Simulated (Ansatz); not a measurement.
A made-up structure of LiAlH$_{2}$O, closed shell:

```xyz
5
angstrom
Li -2.5895 -0.6964 0.9771
Al -0.3511 -0.0865 -0.2576
O 1.0116 0.2487 0.7540
H 0.0805 0.0584 -1.8209
H 0.4710 -1.3589 -0.1320
```

It is relaxed with PBE-D4/def2-SVP and then PBE0-D4/def2-TZVP (Ansatz 0.2.0). Atoms count as bonded within 1.22 times the sum of their covalent radii (H–H: 0.88 Å). The end point is not checked to be a true minimum.

Does its bonding change? (A judgement: the text doesn't fix the answer.)

By the calculation: Yes. Formed: O3–H5; broken: Al2–H5.

Where it ends: The first stage lowers the energy by 4.11 eV in 16 steps. It ends as LiAlH₂O ([Li][AlH][OH]):
```
5
angstrom
Li -2.8175 -0.6391 0.6658
Al -0.4807 -0.1558 -0.4929
O 1.0421 -0.5792 0.2038
H -0.1756 0.5522 -1.9119
H 1.0542 -1.0130 1.0557
```

Labels in which every atom is bracketed show which atoms are joined, not bond orders.

For scale, one of the runs: PBE0-D4/def2-TZVP relaxation, 94 basis functions, launched by `ansatz run in.yaml --threads 2 --pin off --events-out ev --progress --plain --max-ram 4352MiB`. The run took about 9.5 s on 2 CPU threads of an Arm Neoverse V1 (shared host).
